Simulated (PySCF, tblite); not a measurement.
# H₂OPS₂ radical, a cluster model of a defect: EPR parameters

Wanted: the EPR parameters for `O=[P](S)S`. It is drawn as: P oxygen centre.

Computed with tblite 0.8.0 and PySCF 2.14.0; each step states its level. No surroundings beyond the atoms listed, unless a continuum is named. Atoms count from 0, parts from 1.

### 1 Starting point

6 atoms, charge 0, multiplicity 2; geometry: distance geometry start.

### 2 Geometry optimisation with GFN2-xTB

What the job is given:

```
{"job": {"kind": "relax", "xc": "GFN2-xTB", "basis": "xTB"}, "charge": 0, "multiplicity": 2}
P     -0.010393     0.291402    -0.337815
O      0.006134     1.786954    -0.062825
S      1.819517    -0.763922    -0.363414
S     -1.885452    -0.650803    -0.487463
H      2.762842    -0.294330     0.567931
H     -2.662771    -0.347310     0.665825
```

Level: GFN2-xTB geometry optimisation, gas phase.

Started as:

```sh
> OMP_NUM_THREADS=1 python cluster_run.py task.json out
```

The driver reads the jobs from task.json and runs them one after another.

What it wrote:

```text
step      E/eV     max force
  0    -382.91743    4.220
  1    -383.23453    2.854
  2    -383.48519    2.266
  3    -383.67522    1.595
  4    -383.77876    1.261
  5    -383.88875    0.809
  6    -383.91287    0.651
  7    -383.97128    0.880
  8    -384.07097    1.334
  9    -384.17736    1.327
 10    -384.24342    2.054
 11    -384.29292    1.242
 12    -384.32906    0.773
 13    -384.36251    0.367
 14    -384.38075    0.231
 15    -384.38443    0.162
 16    -384.38587    0.152
 17    -384.38655    0.093
 18    -384.38761    0.162
 19    -384.38924    0.261
 20    -384.39156    0.292
 21    -384.39342    0.186
 22    -384.39424    0.062
 23    -384.39448    0.047
 24    -384.39465    0.065
 25    -384.39489    0.079
 26    -384.39518    0.067
 27    -384.39545    0.062
 28    -384.39569    0.060
 29    -384.39596    0.066
 30    -384.39635    0.102
 31    -384.39698    0.149
 32    -384.39786    0.175
 33    -384.39873    0.143
 34    -384.39928    0.071
 35    -384.39945    0.034
 36    -384.39951    0.027
 37    -384.39957    0.037
 38    -384.39965    0.048
 39    -384.39977    0.041
 40    -384.39987    0.028
 41    -384.39994    0.021
 42    -384.40000    0.020
 43    -384.40003    0.014
 44    -384.40003    0.008
```

It took 0.33 s on 1 thread of Arm Neoverse N1, shared host.

Relaxation path: (not every step is listed)

```
step  energy from step 0 (eV)  largest force (eV/Å)
   0                   0.0000                4.2200
   1                  -0.3171                2.8533
   2                  -0.5678                2.2665
   3                  -0.7578                1.5951
   4                  -0.8613                1.2613
   5                  -0.9713                0.8093
   6                  -0.9954                0.6507
   7                  -1.0538                0.8792
   8                  -1.1535                1.3339
  11                  -1.3755                1.2417
  14                  -1.4633                0.2314
  17                  -1.4691                0.0925
  20                  -1.4741                0.2928
  23                  -1.4770                0.0464
  26                  -1.4777                0.0671
  29                  -1.4785                0.0656
  32                  -1.4804                0.1748
  35                  -1.4820                0.0335
  38                  -1.4822                0.0481
  39                  -1.4823                0.0415
  40                  -1.4824                0.0281
  41                  -1.4825                0.0208
  42                  -1.4826                0.0206
  43                  -1.4826                0.0140
  44                  -1.4826                0.0075
```

Close pairs (by a distance rule), those that changed most:

```
 bond  before (Å)  after (Å)  change (Å)
S3–H5       1.424      1.331      -0.092
S2–H4       1.406      1.331      -0.075
P0–O1       1.521      1.463      -0.057
P0–S3       2.104      2.158      +0.055
P0–S2       2.113      2.157      +0.044
```

### 3 Geometry optimisation at PBE0-D3(BJ)/def2-SVP

What the job is given:

```
{"job": {"xc": "PBE0", "basis": "def2-SVP", "d3": "d3bj", "grid": 2, "kind": "geom", "shake": 0.01}, "charge": 0, "multiplicity": 2}
P      0.020291     0.318392    -0.588127
O      0.009378     1.401496     0.411973
S      1.705950    -0.924372    -0.338031
S     -1.701965    -0.902485    -0.297333
H      2.323997     0.007145     0.392278
H     -2.336610     0.067818     0.396150
```

What it wrote:

```text
step   0  E = -1213.26264685  max force = 0.029331
step   1  E = -1213.26624171  max force = 0.003577
step   2  E = -1213.26667054  max force = 0.001750
step   3  E = -1213.26712266  max force = 0.002962
step   4  E = -1213.26799624  max force = 0.004762
step   5  E = -1213.26824061  max force = 0.002981
step   6  E = -1213.26836137  max force = 0.000558
step   7  E = -1213.26836345  max force = 0.000194
optimisation converged
```

Run time: 59 s. Hardware: 1 thread of Arm Neoverse N1, shared host; peak memory 0.4 GiB.

The steps of the relaxation:

```
step  energy from step 0 (eV)  largest force component (eV/Å)
   0                   0.0000                          1.5083
   1                  -0.0978                          0.1839
   2                  -0.1095                          0.0900
   3                  -0.1218                          0.1523
   4                  -0.1456                          0.2449
   5                  -0.1522                          0.1533
   6                  -0.1555                          0.0287
   7                  -0.1556                          0.0100
```

Distances of close pairs at the start and the end, largest changes first:

```
 bond  before (Å)  after (Å)  change (Å)
P0–O1       1.474      1.497      +0.023
P0–S2       2.109      2.127      +0.018
S2–H4       1.335      1.353      +0.017
S3–H5       1.351      1.353      +0.002
P0–S3       2.131      2.133      +0.002
```

The next job starts from the end point, and lists it.

```
                         at the end point                value
  point group (found at 0.08 Å tolerance)                   C1
rotational constants (GHz, main isotopes)  4.545, 2.760, 1.801
                        dipole moment (D)                 1.43
                                     ⟨S²⟩                0.756
```

### 4 g tensor and hyperfine couplings: B3LYP/IGLO-III+pcH-1

What the job is given:

```
{"job": {"kind": "epr"}, "charge": 0, "multiplicity": 2}
P     -0.236686     0.406318    -0.220061
O      0.019618     1.575963     0.678669
S      1.507966    -0.528587    -1.000045
S     -1.149882    -1.341159     0.592490
H      2.233345     0.591915    -0.781493
H     -2.355096    -0.736790     0.707277
```

With the program's defaults for keys left out, this is: UKS B3LYP, IGLO-III on O P S, pcH-1 on H, non-relativistic, mean-field spin-orbit, GIAO.

What it wrote:

```text
UKS, coarse grid
  cycle   1  E = -1214.10365843  |g| = 7.13e-01
  cycle   2  E = -1212.00808685  |g| = 2.16e+00
  cycle   3  E = -1214.26860728  |g| = 2.06e-01
  cycle   4  E = -1214.27815835  |g| = 1.83e-01
  cycle   5  E = -1214.29580432  |g| = 3.54e-02
  cycle   6  E = -1214.29633225  |g| = 1.85e-02
  cycle   7  E = -1214.29650363  |g| = 5.77e-03
  cycle   8  E = -1214.29652852  |g| = 2.01e-03
  cycle   9  E = -1214.29653151  |g| = 6.43e-04
UKS, final grid
  cycle   1  E = -1214.29650300  |g| = 8.83e-04
  cycle   2  E = -1214.29650170  |g| = 2.10e-03
  cycle   3  E = -1214.29650341  |g| = 2.50e-04
  cycle   4  E = -1214.29650345  |g| = 9.93e-05
  cycle   5  E = -1214.29650347  |g| = 3.54e-05
  cycle   6  E = -1214.29650347  |g| = 5.67e-06
E = -1214.29650347 Eh   <S^2> = 0.7555 (exact 0.7500)
g shifts (ppm)      1          2          3
  rmc          -263       -263       -263
  gc              7         62         82
  oz_so         899       5370       8325
  total         644       5170       8144
hyperfine (MHz)  atom isotope    a_iso     a_fc   dipolar eigenvalues
    0   31P    1600.69    1602.34   -137.61   -123.40    261.01
    1   17O     -18.09     -17.40    -78.31     38.37     39.94
    2   33S       9.14       8.99    -21.61    -18.97     40.57
    3   33S       2.92       2.70    -20.99    -19.45     40.44
    4    1H      -7.42      -7.52     -5.29      0.03      5.26
    5    1H       6.84       6.76     -5.87     -0.90      6.77
```

Run time: 43 s. Hardware: 1 thread of Arm Neoverse N1, shared host; peak memory 0.62 GiB.

Principal g values 2.00296, 2.00749, 2.01046; g(iso) = 2.00697, against 2.00232 for a free electron.

Hyperfine couplings, nucleus by nucleus at this fixed geometry (no averaging over rotations):

```
nuclei  isotope  a(iso) (MHz)  a(iso) (G, at g = 2.0023)  largest dipolar term (MHz)
    P0      31P        1600.7                      571.2                       261.0
    O1      17O         -18.1                       -6.5                       -78.3
    S2      33S           9.1                        3.3                        40.6
    H4       1H          -7.4                       -2.6                        -5.3
    H5       1H           6.8                        2.4                         6.8
    S3      33S           2.9                        1.0                        40.4
```

Mulliken spin populations:

```
atom  value (e)
  P0       0.46
  O1       0.20
  S2       0.17
  S3       0.17
  H4      -0.01
  H5       0.00
```

In first order the couplings over 0.8 MHz of 31P, 1H give 8 distinct lines over 576.2 G.

### 5 g tensor and hyperfine couplings: BHandHLYP/IGLO-III+pcH-1

Settings changed since step 4:

```diff
@@ -1,2 +1,2 @@
-{"job": {"kind": "epr"}, "charge": 0, "multiplicity": 2}
+{"job": {"kind": "epr", "xc": "BHandHLYP"}, "charge": 0, "multiplicity": 2}
 P     -0.236686     0.406318    -0.220061
```

Method: UKS BHandHLYP, IGLO-III on O P S, pcH-1 on H, non-relativistic, mean-field spin-orbit, GIAO.

What it wrote:

```text
UKS, coarse grid
  cycle   1  E = -1214.02124514  |g| = 6.28e-01
  cycle   2  E = -1213.55059251  |g| = 1.25e+00
  cycle   3  E = -1214.17862804  |g| = 9.77e-02
  cycle   4  E = -1214.18299080  |g| = 6.00e-02
  cycle   5  E = -1214.18494629  |g| = 1.10e-02
  cycle   6  E = -1214.18510522  |g| = 6.25e-03
  cycle   7  E = -1214.18516173  |g| = 2.82e-03
  cycle   8  E = -1214.18518721  |g| = 1.62e-03
  cycle   9  E = -1214.18519549  |g| = 8.38e-04
UKS, final grid
  cycle   1  E = -1214.18517674  |g| = 9.27e-04
  cycle   2  E = -1214.18517660  |g| = 1.58e-03
  cycle   3  E = -1214.18517753  |g| = 2.43e-04
  cycle   4  E = -1214.18517773  |g| = 1.85e-04
  cycle   5  E = -1214.18517783  |g| = 2.33e-05
  cycle   6  E = -1214.18517783  |g| = 1.18e-05
E = -1214.18517783 Eh   <S^2> = 0.7632 (exact 0.7500)
g shifts (ppm)      1          2          3
  rmc          -270       -270       -270
  gc              3         64         86
  oz_so         969       5391       8049
  total         702       5185       7865
hyperfine (MHz)  atom isotope    a_iso     a_fc   dipolar eigenvalues
    0   31P    1626.10    1627.65   -164.06   -141.33    305.40
    1   17O     -28.11     -27.39    -85.14     41.63     43.51
    2   33S      10.67      10.52    -21.94    -18.02     39.96
    3   33S       2.32       2.12    -21.68    -19.29     40.97
    4    1H      -8.12      -8.22     -5.22      0.11      5.11
    5    1H       7.69       7.62     -5.84     -1.00      6.84
```

Wall time 45 s (1 thread of Arm Neoverse N1, shared host); peak memory 0.64 GiB.

In short: g(iso) 2.00690.

### 6 Side by side: EPR parameters

g, ⟨S²⟩ and isotropic hyperfine couplings (MHz), with basis size and wall time:

```
                     run   g(iso)   ⟨S²⟩  31P P0  17O O1  33S S2  1H H4  1H H5  functions  time
    B3LYP/IGLO-III+pcH-1  2.00697  0.756  1600.7   -18.1     9.1   -7.4    6.8        187  43 s
BHandHLYP/IGLO-III+pcH-1  2.00690  0.763  1626.1   -28.1    10.7   -8.1    7.7        187  45 s
```

### 7 Outcome

```
                            quantity                  value
                         point group                     C1
rotational constants (main isotopes)   4.54, 2.76, 1.80 GHz
                      g(iso) (B3LYP)                2.00697
                                ⟨S²⟩     0.756 (exact 0.75)
                      largest a(iso)  31P on P0, 1600.7 MHz
```

The optimisation took 7 steps and gained 0.156 eV; among the close pairs (by a distance rule), P0–O1 changed most, from 1.474 to 1.497 Å (PBE0/def2-SVP). P0 carries the largest spin population, 0.46 e. The isotropic g lies 4.7 ppt above the free-electron value. The coupling of 31P on P0 runs from 1600.7 (B3LYP/IGLO-III+pcH-1) to 1626.1 MHz (BHandHLYP/IGLO-III+pcH-1).
